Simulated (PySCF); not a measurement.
PySCF input (PBE/pcseg-3):

```python
import numpy as np, basis_set_exchange as bse
from pyscf import gto, scf, dft, df, tdscf

basis = {'H': gto.basis.parse(bse.get_basis('pcseg-3', elements=['H'], fmt='nwchem')), 'O': gto.basis.parse(bse.get_basis('pcseg-3', elements=['O'], fmt='nwchem'))}
mol = gto.M(
    atom='''
    O     0.01545466    0.72381182   -0.07020381
    O    -0.01124373   -0.72607760   -0.04190313
    H     0.80569804    0.89668240    0.46138431
    H    -0.83938551   -0.87855617    0.43547118
    ''',
    basis=basis,
    charge=0,
    verbose=4,
    max_memory=2160,
)
mf = dft.RKS(mol, xc='pbe')
mf.grids.level = 3
mf = mf.density_fit(auxbasis=df.autoaux(mol))
mf.conv_tol = 1e-9
mf.max_cycle = 100
print('smallest overlap eigenvalue', np.linalg.eigvalsh(mol.intor('int1e_ovlp'))[0])
mf.kernel()
dip = mf.dip_moment()
td = tdscf.TDA(mf)
td.nstates = 4
td.kernel()
td.analyze()
osc = td.oscillator_strength()
```

Output:

```
PySCF version 2.14.0

[INPUT] verbose = 4
[INPUT] num. atoms = 4
[INPUT] num. electrons = 18
[INPUT] charge = 0
[INPUT] spin (= nelec alpha-beta = 2S) = 0
[INPUT] symmetry False subgroup None
[INPUT] Mole.unit = angstrom
[INPUT] Symbol           X                Y                Z      unit          X                Y                Z       unit  Magmom
[INPUT]  1 O      0.015454660000   0.723811820000  -0.070203810000 AA    0.029205074748   1.367806105523  -0.132665973801 Bohr   0.0
[INPUT]  2 O     -0.011243730000  -0.726077600000  -0.041903130000 AA   -0.021247570319  -1.372087809182  -0.079185439462 Bohr   0.0
[INPUT]  3 H      0.805698040000   0.896682400000   0.461384310000 AA    1.522548634699   1.694484156718   0.871889984071 Bohr   0.0
[INPUT]  4 H     -0.839385510000  -0.878556170000   0.435471180000 AA   -1.586208726828  -1.660230546347   0.822921265341 Bohr   0.0

nuclear repulsion = 36.8070207165941
number of shells = 54
number of NR pGTOs = 246
number of NR cGTOs = 186
basis = {'H': [[0, [765.363, 0.000337953], [114.768, 0.00262513], [26.1385, 0.0137591], [7.41801, 0.057093], [2.43212, 0.192568], [0.880001, 0.5]], [0, [0.338438, 1.0]], [0, [0.134045, 1.0]], [0, [0.0520726, 1.0]], [1, [6.5, 1.0]], [1, [1.55, 1.0]], [1, [0.55, 1.0]], [1, [0.2, 1.0]], [2, [1.95, 1.0]], [2, [0.65, 1.0]], [3, [2.2, 1.0]]], 'O': [[0, [297874.0, 2.29997e-05], [44612.8, 0.000178787], [10154.4, 0.000939588], [2876.35, 0.0039584], [938.366, 0.0142931], [338.86, 0.0453776], [132.417, 0.125417], [55.7372, 0.275002], [20.8655, 0.5]], [0, [31.334, 0.108874], [9.57343, 0.5], [4.20898, 0.261071]], [0, [1.32803, 1.0]], [0, [0.50967, 1.0]], [0, [0.184277, 1.0]], [1, [288.445, 0.000828752], [68.1261, 0.00694505], [21.5679, 0.0354837], [8.23414, 0.112584], [3.36796, 0.291518], [1.43385, 0.5]], [1, [0.600576, 1.0]], [1, [0.237909, 1.0]], [1, [0.0880635, 1.0]], [2, [7.0, 1.0]], [2, [2.0, 1.0]], [2, [0.8, 1.0]], [2, [0.3, 1.0]], [3, [2.1, 1.0]], [3, [0.9, 1.0]], [4, [1.6, 1.0]]]}
ecp = {}
ETB for O: l = 0, exps = 0.176127 * 1.8^n , n = 0..16
ETB for O: l = 1, exps = 0.176127 * 1.8^n , n = 0..13
ETB for O: l = 2, exps = 0.176127 * 1.8^n , n = 0..12
ETB for O: l = 3, exps = 0.3880635 * 2.2^n , n = 0..6
ETB for O: l = 4, exps = 0.6 * 2.2^n , n = 0..6
ETB for O: l = 5, exps = 1.2 * 2.3^n , n = 0..3
ETB for H: l = 0, exps = 0.1041452 * 1.8^n , n = 0..14
ETB for H: l = 1, exps = 0.2520726 * 2^n , n = 0..6
ETB for H: l = 2, exps = 0.4 * 2.2^n , n = 0..5
ETB for H: l = 3, exps = 0.8500000000000001 * 2.2^n , n = 0..3
ETB for H: l = 4, exps = 1.3 * 2.2^n , n = 0..3
smallest overlap eigenvalue 0.00015295518323074492

******** <class 'pyscf.df.df_jk.DFRKS'> ********
method = DFRKS
initial guess = minao
damping factor = 0
level_shift factor = 0
DIIS = <class 'pyscf.scf.diis.CDIIS'>
diis_start_cycle = 1
diis_space = 8
diis_damp = 0
SCF conv_tol = 1e-09
SCF conv_tol_grad = None
SCF max_cycles = 100
direct_scf = False
XC library pyscf.dft.libxc version 7.1.2
    S. Lehtola, C. Steigemann, M. J. T. Oliveira, and M. A. L. Marques,  SoftwareX 7, 1–5 (2018)
XC functionals = pbe
    J. P. Perdew, K. Burke, and M. Ernzerhof,  Phys. Rev. Lett. 77, 3865 (1996)
    J. P. Perdew, K. Burke, and M. Ernzerhof,  Phys. Rev. Lett. 78, 1396 (1997)
    J. P. Perdew, K. Burke, and M. Ernzerhof,  Phys. Rev. Lett. 77, 3865 (1996)
    J. P. Perdew, K. Burke, and M. Ernzerhof,  Phys. Rev. Lett. 78, 1396 (1997)
radial grids:
    Treutler-Ahlrichs [JCP 102, 346 (1995); DOI:10.1063/1.469408] (M4) radial grids

becke partition: Becke, JCP 88, 2547 (1988); DOI:10.1063/1.454033
pruning grids: <function nwchem_prune>
grids dens level: 3
symmetrized grids: False
atomic radii adjust function: <function treutler_atomic_radii_adjust>
small_rho_cutoff = 0
Set gradient conv threshold to 3.16228e-05
Initial guess from minao.
tot grids = 47784
init E= -151.564734864651
  HOMO = -0.33523567294469  LUMO = -0.115089795159989  gap/eV = 5.99047
cycle= 1 E= -151.413332909264  delta_E= 0.151  |g|= 0.591  |ddm|= 1.27
  HOMO = -0.120765123827361  LUMO = -0.00689159662178958  gap/eV = 3.09866
cycle= 2 E= -151.285990155985  delta_E= 0.127  |g|= 1.02  |ddm|= 0.973
  HOMO = -0.243475759437405  LUMO = -0.0604641391215862  gap/eV = 4.98000
cycle= 3 E= -151.478365649779  delta_E= -0.192  |g|= 0.0822  |ddm|= 0.651
  HOMO = -0.234820822951677  LUMO = -0.0489269611885881  gap/eV = 5.05843
cycle= 4 E= -151.479500444846  delta_E= -0.00113  |g|= 0.0153  |ddm|= 0.0456
  HOMO = -0.235017726660113  LUMO = -0.0493248316759335  gap/eV = 5.05296
cycle= 5 E= -151.479539776833  delta_E= -3.93e-05  |g|= 0.00194  |ddm|= 0.00854
  HOMO = -0.235269984483335  LUMO = -0.0495699133229294  gap/eV = 5.05316
cycle= 6 E= -151.479540380792  delta_E= -6.04e-07  |g|= 0.000425  |ddm|= 0.00121
  HOMO = -0.23531973809054  LUMO = -0.0496112886184305  gap/eV = 5.05338
cycle= 7 E= -151.479540416715  delta_E= -3.59e-08  |g|= 6.09e-05  |ddm|= 0.000383
  HOMO = -0.235321605674711  LUMO = -0.049613703271782  gap/eV = 5.05337
cycle= 8 E= -151.479540417405  delta_E= -6.89e-10  |g|= 1.05e-05  |ddm|= 6.46e-05
  HOMO = -0.23532035583269  LUMO = -0.0496120927719657  gap/eV = 5.05338
Extra cycle  E= -151.479540417384  delta_E= 2.13e-11  |g|= 1.55e-05  |ddm|= 1.51e-05
converged SCF energy = -151.479540417384
Dipole moment(X, Y, Z, Debye): -0.06164,  0.03319,  1.64099

******** <class 'pyscf.tdscf.rks.TDA'> for <class 'pyscf.df.df_jk.DFRKS'> ********
nstates = 4 singlet
deg_eia_thresh = 1.000e-03
wfnsym = None
conv_tol = 1e-05
eigh lindep = 1e-12
eigh level_shift = 0
eigh max_cycle = 100
chkfile = tmp6baikp4u

Excitation energies (eV)
[5.55134044 5.82867173 6.81277869 7.0245077 ]

** Singlet excitation energies and oscillator strengths **
Excited State   1:      5.55134 eV    223.34 nm  f=0.0064
       9 -> 10        0.70082
Excited State   2:      5.82867 eV    212.71 nm  f=0.0039
       9 -> 11       -0.70608
Excited State   3:      6.81278 eV    181.99 nm  f=0.0132
       8 -> 10        0.69467
Excited State   4:      7.02451 eV    176.50 nm  f=0.0042
       8 -> 11        0.70013

** Transition electric dipole moments (AU) **
state          X           Y           Z        Dip. S.      Osc.
  1        -0.0081      0.0044      0.2160      0.0467      0.0064
  2        -0.0457      0.1589     -0.0049      0.0274      0.0039
  3        -0.2118      0.1848     -0.0117      0.0791      0.0132
  4         0.0058     -0.0031     -0.1554      0.0242      0.0042

** Transition velocity dipole moments (imaginary part, AU) **
state          X           Y           Z        Dip. S.      Osc.
  1        -0.0039      0.0021      0.1037      0.0108      0.0352
  2        -0.0276      0.0291     -0.0016      0.0016      0.0050
  3        -0.0971     -0.0061     -0.0035      0.0095      0.0252
  4         0.0023     -0.0012     -0.0614      0.0038      0.0097

** Transition magnetic dipole moments (imaginary part, AU) **
state          X           Y           Z
  1        -0.0079      0.0042      0.2099
  2        -0.5664      0.1435     -0.0242
  3         0.3043      0.0307      0.0108
  4        -0.0232      0.0125      0.6168
```
